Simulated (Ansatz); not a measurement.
Input file:

```yaml
crystal:
  periodic: [false, false, false]
  atoms:
    - {symbol: C, position_ang: [0.000000, -0.329717, 1.708835]}
    - {symbol: Ge, position_ang: [0.000000, 0.104328, 0.002227]}
    - {symbol: N, position_ang: [0.000000, -0.265212, -1.671357]}
    - {symbol: H, position_ang: [0.000000, 0.095735, 2.702665]}
basis:
  gaussian: {orbitals: def2-SVP}
magnetization: {spin_polarized: true, initial_magnetization: 4}
correlation: {method: bccd_t, electrons: outside_noble_gas}
scf: {lower_state_search: full}
```

```sh
$ ansatz run in.yaml --threads 1 --pin off --events-out ev --progress --plain --max-ram 2393MiB
```

Output:

```
654 factors; integrals over basis functions are off by at most 8.9e-4 eV
mean field evaluation 1: about -58982.2246 eV, gradient 1.5e1 eV
mean field evaluation 2: about -58982.2640 eV, gradient 1.5e1 eV
mean field evaluation 4: about -58984.5948 eV, gradient 4.1e0 eV
mean field evaluation 8: about -58985.2567 eV, gradient 6.1e-1 eV
mean field evaluation 16: about -58985.2923 eV, gradient 9.7e-5 eV
mean field evaluation 32: about -58985.2920 eV, gradient 5.4e-2 eV
mean field evaluation 64: about -58984.8380 eV, gradient 2.6e-2 eV
mean field evaluation 96: about -58984.8378 eV, gradient 4.7e-2 eV
mean field evaluation 128: about -58985.2903 eV, gradient 1.2e-1 eV
mean field evaluation 160: about -58984.6939 eV, gradient 2.5e0 eV
...
cycle   7  -8.20210113 eV  change    9.5e-4 eV  update   1.5e-3
cycle   8  -8.20153067 eV  change    5.7e-4 eV  update   8.4e-4
cycle   9  -8.20141276 eV  change    1.2e-4 eV  update   4.6e-4
cycle  10  -8.20147841 eV  change   -6.6e-5 eV  update   2.4e-4
cycle  11  -8.20146400 eV  change    1.4e-5 eV  update   1.3e-4
cycle  12  -8.20139230 eV  change    7.2e-5 eV  update   6.8e-5
cycle  13  -8.20141855 eV  change   -2.6e-5 eV  update   4.3e-5
cycle  14  -8.20141631 eV  change    2.2e-6 eV  update   2.9e-5
cycle  15  -8.20142266 eV  change   -6.4e-6 eV  update   2.1e-5
cycle  16  -8.20143079 eV  change   -8.1e-6 eV  update   1.6e-5
perturbative correction -0.40443666 eV, -0.0148627733 hartree
Total energy: -58993.89815801 eV, -2167.9857698064 hartree
```

Ran on 1 thread of Arm Neoverse V2, shared host: 47 s wall, 0.22 GiB peak host memory.
